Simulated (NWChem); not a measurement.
Lowest excitation of dimethylamine (C₂H₇N)

```xyz
10

C      0.0184     0.2167    -1.2073
N     -0.1400    -0.5514     0.0000
C      0.0184     0.2167     1.2073
H      0.9861     0.7624    -1.2886
H     -0.7815     0.9733    -1.2786
H     -0.0754    -0.4361    -2.0886
H      0.5011    -1.3400     0.0000
H      0.9861     0.7624     1.2886
H     -0.0754    -0.4361     2.0886
H     -0.7815     0.9733     1.2786
```
Charge 0, spin multiplicity 1.

Everything below was run with NWChem. The geometry was optimised at PBE0/def2-SVP, a minimum by its harmonic frequencies.

Basis set: 6-31+G*.

The correlated methods keep 3 core orbitals frozen. B3LYP has NWChem's definition, with VWN1-RPA local correlation. The Pople sets run with spherical d functions. Coupled-cluster values serve here as a point of comparison, not as the truth.

**Question.** For the lowest vertical singlet excitation energy, EOM-CCSD gives 5.60 eV and TD-CAM-B3LYP gives 5.52 eV. What do TD-PBE, TD-B3LYP, CIS give?

**Answer.** TD-PBE: 4.74 eV; TD-B3LYP: 5.22 eV; CIS: 6.86 eV.
